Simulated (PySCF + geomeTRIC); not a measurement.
Method: PBE0-D4/def2-SVP in PySCF + geomeTRIC. fastk is a local helper that only speeds up exchange builds. No frequencies were computed at this level.

```python
import json, numpy as np
from pyscf import gto, dft
from fastk import lowrank_exchange
atoms = """
C     -1.350847    -0.080844    -0.246988
S      0.001942     1.112909    -0.440395
C      1.350890     0.105979     0.237042
H     -2.250128     0.395999    -0.621596
H     -1.133352    -0.973494    -0.827321
H     -1.470429    -0.327104     0.804662
H      1.131397    -0.147189     1.270793
H      2.252053     0.707323     0.184993
H      1.468472    -0.793579    -0.361191
"""
def scf(charge, spin, dm0=None):
    mol = gto.M(atom=atoms, basis='def2-svp', ecp={}, charge=charge, spin=spin, verbose=3, max_memory=10080)
    mf = dft.KS(mol, xc='pbe0').density_fit(auxbasis="def2-universal-jkfit")
    mf.disp = 'd4'
    mf.grids.level = 3
    mf.conv_tol = 1e-8
    mf.max_cycle = 60
    mf.kernel(dm0)
    if not mf.converged:
        mf = mf.newton().run(mf.mo_coeff, mf.mo_occ).undo_soscf()
    return mf
mf = scf(0, 0)
from pyscf.geomopt.geometric_solver import kernel as optimize
path = []
done, mol = optimize(mf, maxsteps=80, assert_convergence=False, callback=lambda env: path.append((env["energy"], bool(env["g_scanner"].converged))))
res = dict(converged=bool(done and path[-1][1]), energy=path[-1][0], path=[e for e, c in path], xyz=mol.atom_coords(unit="Angstrom").tolist(), nao=mol.nao)
json.dump(res, open("result.json", "w"))
```

Output:

```
converged SCF energy = -477.588739179474
Geometry optimization cycle 1
converged SCF energy = -477.588739179471
cycle 1: E = -477.588739179  dE = -477.589  norm(grad) = 0.0340759
Geometry optimization cycle 2
converged SCF energy = -477.589914392746
cycle 2: E = -477.589914393  dE = -0.00117521  norm(grad) = 0.00810812
Geometry optimization cycle 3
converged SCF energy = -477.590006249733
cycle 3: E = -477.59000625  dE = -9.1857e-05  norm(grad) = 0.00207982
Geometry optimization cycle 4
converged SCF energy = -477.59001468652
cycle 4: E = -477.590014687  dE = -8.43679e-06  norm(grad) = 0.000213933
Geometry optimization cycle 5
converged SCF energy = -477.590014743927
cycle 5: E = -477.590014744  dE = -5.74064e-08  norm(grad) = 4.12644e-05
<class 'geometric.internal.Distance'> : 8
<class 'geometric.internal.Angle'> : 13
<class 'geometric.internal.Dihedral'> : 6
<class 'geometric.internal.TranslationX'> : 1
<class 'geometric.internal.TranslationY'> : 1
<class 'geometric.internal.TranslationZ'> : 1
<class 'geometric.internal.RotationA'> : 1
<class 'geometric.internal.RotationB'> : 1
<class 'geometric.internal.RotationC'> : 1
Step    0 : Gradient = 1.136e-02/1.742e-02 (rms/max) Energy = -477.5887391795
Step    1 : Displace = 2.367e-02/3.247e-02 (rms/max) Trust = 1.000e-01 (=) Grad = 2.703e-03/4.905e-03 (rms/max) E (change) = -477.5899143927 (-1.175e-03) Quality = 1.107
Step    2 : Displace = 8.723e-03/1.201e-02 (rms/max) Trust = 1.414e-01 (+) Grad = 6.933e-04/1.228e-03 (rms/max) E (change) = -477.5900062497 (-9.186e-05) Quality = 1.246
Step    3 : Displace = 3.236e-03/4.182e-03 (rms/max) Trust = 2.000e-01 (+) Grad = 7.131e-05/1.017e-04 (rms/max) E (change) = -477.5900146865 (-8.437e-06) Quality = 1.003
Step    4 : Displace = 3.653e-04/4.497e-04 (rms/max) Trust = 2.828e-01 (+) Grad = 1.375e-05/2.155e-05 (rms/max) E (change) = -477.5900147439 (-5.741e-08) Quality = 0.893
Converged! =D
```

Cost: very roughly 40 core-seconds.
